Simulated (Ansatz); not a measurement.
CH6AlN, SMILES [CH3][AlH][NH2], harmonic frequencies at the relaxed geometry

With Ansatz 0.2.0 through its Python package.

The cells in order, each with its output:

In [1]:
```python
import ansatz as az
from ase import Atoms
from ase.thermochemistry import IdealGasThermo
import numpy as np
```

In [2]:
```python
BASIS_SET = 'def2-SVP'
FUNCTIONAL = 'b3lyp'
VDW = 'd3bj'
```

In [3]:
```python
atoms = Atoms(['C', 'Al', 'N', 'H', 'H', 'H', 'H', 'H', 'H'], positions=[
    (-0.8094, 0.8366, -0.9814),
    (0.5775, -0.1481, -0.0785),
    (0.1765, -1.0526, 1.5471),
    (-1.6197, 0.2089, -1.2517),
    (-0.4524, 1.3284, -1.9392),
    (-1.2264, 1.6976, -0.3204),
    (2.0717, -0.207, -0.7083),
    (0.486, -2.0425, 1.4028),
    (0.8848, -0.6676, 2.3125),
])
geometry = az.Crystal.molecule_from_ase(atoms)

setup = geometry.calculation()
setup = setup.basis(gaussian=BASIS_SET)
setup = setup.functional(FUNCTIONAL, dispersion=VDW)
symbols = [site.symbol for site in geometry.cartesian_sites]
start = np.array([site.position_ang for site in geometry.cartesian_sites], dtype=float)
rep = setup.relax(force_tolerance=0.003).run(threads=1).report
end = np.array(rep['positions_ang'])

print('bond        before    after (A)')
for i, j in [(0, 1), (0, 3), (0, 4), (0, 5), (1, 2), (1, 6), (2, 7), (2, 8)]:
    d0, d1 = (np.linalg.norm(xyz[i] - xyz[j]) for xyz in (start, end))
    print(f'{symbols[i]}{i}-{symbols[j]}{j}'.ljust(10), f'{d0:8.4f} {d1:8.4f}')
```
```text
bond        before    after (A)
C0-Al1       1.9257   1.9586
C0-H3        1.0600   1.1044
C0-H4        1.1343   1.1044
C0-H5        1.1628   1.1026
Al1-N2       1.9030   1.7782
Al1-H6       1.6226   1.5865
N2-H7        1.0471   1.0161
N2-H8        1.1116   1.0162
```

In [4]:
```python
# frequencies need a stationary point, so they are taken at the relaxed geometry
minimum = az.Crystal.molecule()
for symbol, xyz in zip(symbols, end):
    minimum = minimum.atom(symbol, xyz.tolist())
vibrating = (
    minimum.calculation()
    .basis(gaussian=BASIS_SET)
    .functional(FUNCTIONAL, dispersion=VDW)
    .phonons(temperatures=(100, 500, 100))
)
vib = vibrating.run(threads=1).report['vibrations']
sums = vib['harmonic_sums']
modes = [m['omega_inv_cm'] for m in sums['modes_at_gamma'] if m['rigid_motion'] == 'no']
for number, w in enumerate(modes, start=1):
    print(f'mode {number:2d} {w:9.1f} 1/cm {w / 8065.544 * 1000:8.2f} meV')
print('imaginary modes:', sum(w < 0 for w in modes), ' zero-point energy:', round(sums['zero_point_energy_ev'], 4), 'eV')
# rigid rotor and ideal gas, symmetry number taken as one
gas = IdealGasThermo(vib_energies=[w / 8065.544 for w in modes if w > 0], geometry='linear' if len(modes) == 3 * len(symbols) - 5 else 'nonlinear',
                     atoms=Atoms(symbols, positions=end), symmetrynumber=1, spin=0.0)
print(f'H(298 K) - E = {gas.get_enthalpy(298.15, verbose=False):.4f} eV')
print(f'S(298 K, 1 bar) = {96485.33 * gas.get_entropy(298.15, 1e5, verbose=False):.1f} J/(mol K) with symmetry number 1')
```
```text
mode  1      78.2 1/cm     9.69 meV
mode  2     185.7 1/cm    23.02 meV
mode  3     331.4 1/cm    41.09 meV
mode  4     463.9 1/cm    57.51 meV
mode  5     507.9 1/cm    62.98 meV
mode  6     514.9 1/cm    63.84 meV
mode  7     598.6 1/cm    74.22 meV
mode  8     669.4 1/cm    82.99 meV
mode  9     727.3 1/cm    90.17 meV
mode 10     745.0 1/cm    92.37 meV
mode 11     842.8 1/cm   104.50 meV
mode 12    1218.6 1/cm   151.09 meV
mode 13    1428.7 1/cm   177.13 meV
mode 14    1430.4 1/cm   177.34 meV
mode 15    1529.6 1/cm   189.65 meV
mode 16    1928.2 1/cm   239.07 meV
mode 17    3014.1 1/cm   373.70 meV
mode 18    3091.8 1/cm   383.34 meV
mode 19    3109.3 1/cm   385.50 meV
mode 20    3565.7 1/cm   442.08 meV
mode 21    3650.0 1/cm   452.54 meV
imaginary modes: 0  zero-point energy: 1.8369 eV
H(298 K) - E = 2.0217 eV
S(298 K, 1 bar) = 305.7 J/(mol K) with symmetry number 1
```

The frequencies are harmonic and unscaled, in a modest basis. The result belongs to the one conformer reached from this start, and soft torsions count as harmonic oscillators. b3lyp holds the VWN-RPA fit, as in Gaussian; the form of ORCA and Turbomole is b3lyp5. The entropy takes a symmetry number of 1; a symmetric molecule's is lower by R ln(sigma). Wall time of the script: 2.1 min on 1 thread of Arm Neoverse V2, on a shared host, peak memory 0.26 GiB.

(Lines on the test bed's own set-up are left out of the output.)
